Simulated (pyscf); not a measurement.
Single points on ωB97X-D3(BJ)/def2-SVP structures (PySCF, gas phase).

### Question
Estimate by transition-state theory (the high-pressure limit) the rate constant of H₂N–Mo(F)(F)(F)(F)–SH -> F–Mo(F)(F)(F)=S + NH₃ (singlet surface; H–S, Mo–N broken, H–N formed) at 1200 K, with ωB97M-D3(BJ)/def2-TZVP energies (ideal gas, 1 atm, RRHO with modes under 100 cm⁻¹ raised to 100, one conformer, R ln 2 for chiral ones without a mode under 150 cm⁻¹; no tunnelling).

### Answer
The electronic barrier is 23.9 kcal/mol and the thermal terms add +3.0, so ΔG‡ = 26.9 kcal/mol. With k_BT/h = 2.50e+13 s⁻¹ and RT = 2.385 kcal/mol, k = 3.1e+08 s⁻¹, a half-life of 2.2e-09 s through this channel alone. Wigner's tunnelling factor for 1339i cm⁻¹ would be 1.11. A shift of 1 kcal/mol in the barrier changes k by a factor 1.5. On the product side the descent ends in an adduct with a Mo–N contact (not fully relaxed), 13.9 kcal/mol under the separated species and 52.9 kcal/mol under the saddle at ωB97X-D3(BJ)/def2-TZVP. What is counted as broken (Mo–N) persists as a longer contact in the product adduct; parting that adduct is a step of its own. This is the saddle that the search found; another between the same sides may lie lower. Elements past Kr carry the def2 core potentials, without spin-orbit coupling.
